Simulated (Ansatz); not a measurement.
B2H2O, SMILES `B1BO1`, 5 atoms. Charge 0, multiplicity 1. All runs use 2 threads of an Arm Neoverse V2 on a shared host. Correlated methods freeze the cores. Open-shell runs search over several starts.

Task: How many basis functions does each run have, and how long does it take in Ansatz? UKS B3LYP-D4/def2-TZVPP energy of the cation; UKS r2SCAN-D4/def2-TZVPP energy of the cation; UKS PBE0-D4/def2-TZVPP energy of the cation; RHF-CCSD(T)/cc-pV(Q+d)Z energy; UKS B2PLYP (frozen core)/def2-TZVPP energy of the cation; RKS PBE0-D4/def2-SVP energy; UKS ωB97X-V/def2-TZVPP energy of the cation; RHF-CCSD(T)/def2-QZVPP energy; RKS PBE0-D4/def2-QZVPP energy; direct RPA on PBE orbitals/def2-TZVPP energy; UHF-MP2/def2-QZVPP energy of the cation; RKS PBE0-D4/def2-TZVP frequencies. (Estimate.)

Result: Computed: Other jobs shared the machine, so times are rough.

```tsv
level	job	functions	wall time	peak host memory (GiB)
RKS PBE0-D4/def2-SVP	energy	52	0.35 s	0.25
direct RPA on PBE orbitals/def2-TZVPP	energy	121	1.3 s	0.25
UKS PBE0-D4/def2-TZVPP	energy of the cation	121	1.4 s	0.25
UKS B3LYP-D4/def2-TZVPP	energy of the cation	121	1.7 s	0.25
RKS PBE0-D4/def2-QZVPP	energy	231	1.9 s	0.36
UKS B2PLYP (frozen core)/def2-TZVPP	energy of the cation	121	2.7 s	0.25
UKS r2SCAN-D4/def2-TZVPP	energy of the cation	121	3.1 s	0.25
UKS ωB97X-V/def2-TZVPP	energy of the cation	121	4.4 s	0.25
UHF-MP2/def2-QZVPP	energy of the cation	231	7.5 s	0.56
RKS PBE0-D4/def2-TZVP	frequencies	105	13 s	0.25
RHF-CCSD(T)/cc-pV(Q+d)Z	energy	225	25 s	2.5
RHF-CCSD(T)/def2-QZVPP	energy	231	28 s	2.7
```

B3LYP here is the variant with VWN-RPA as its local correlation; programs differ in this.
